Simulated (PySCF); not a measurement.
Protons, H atoms and electrons added to or taken from C=C=O. Gas-phase values, no solvent. One relaxed conformer stands for each flexible species; it need not be the lowest. Strings in code marks are SMILES.

Quantity: electronic energy of isomers of C2H3O (charge +1) relative to `C[C+]=O`, in kcal/mol.

Case: `C=C=[OH+]` (not the most basic site). Geometry of `C(=[OH+])=C` (charge +1, multiplicity 1, Å):

```xyz
6

C     -0.9560     0.0356     0.0211
C      0.3105    -0.0403    -0.1342
O      1.5034    -0.1434    -0.4198
H     -1.5330    -0.8529     0.3136
H     -1.4746     0.9960    -0.1062
H      2.1497     0.0050     0.3254
```

Problem. What is the computed electronic energy of isomers of C2H3O (charge +1) relative to `C[C+]=O` (M06-2X/6-31G* // PBE-D3(BJ)/def2-TZVP (PySCF))?

Solution. 42.0 kcal/mol.
